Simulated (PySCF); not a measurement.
C₃HNS.
Structure used (PBE0-D3(BJ)/def2-SVP), in Å, numbered top down from 1:
```
atom  x, y, z in Å
N1    -2.1341   -0.8713    0.7017
C2    -1.2064   -0.3113    0.2853
C3    -0.0857    0.3923   -0.2253
C4     1.1187   -0.1570   -0.3320
S5     2.5267   -0.7789   -0.4624
H6    -0.2128    1.4342   -0.5435
```

Theory: delta-SCF UKS SCAN, pcX-2 on the ionised atom, pcseg-1 elsewhere, spin-free X2C in PySCF 2.14.0. Vertical ΔSCF values, vacuum level as zero.

Some binding energies are withheld.

```csv
atom(s),bonded to,level,binding energy (eV)
C2,N (triple bond) and C,C 1s,?
C3,"C (double bond), C and H",C 1s,292.17
N1,C (triple bond),N 1s,?
S5,C (double bond),S 1s,2478.75
```

(1) What is the C 1s binding energy of C2?

(2) Fill in N 1s for N1.

Results:

(1) 292.33 eV (nitrile carbon). The other listed C 1s value is that of C3; the shift against it is +0.16 eV.

(2) 404.78 eV (nitrile nitrogen).

The 2 C 1s values lie within 0.16 eV of each other; Gaussian lines of 0.5 eV full width would blend them into one maximum.

Question: Which effective nuclear charge Zeff reproduces each element's mean 1s value in the hydrogen-like formula E = 13.606 eV × Zeff²?

Answer: C (Z = 6): mean 292.3 eV, Zeff = 4.63, Z − Zeff = 1.37; N (Z = 7): mean 404.8 eV, Zeff = 5.45, Z − Zeff = 1.55; S (Z = 16): mean 2478.8 eV, Zeff = 13.50, Z − Zeff = 2.50. Means run over the listed sites, weighted by atom count.

The list is incomplete; no value stands for C 1s of C4 (hole states with ⟨S²⟩ of 1 or more are left out). Isolated species at its PBE0-D3(BJ)/def2-SVP geometry, gas phase.

The run took 18 s of wall time on an x86-64 server with one thread, shared host.
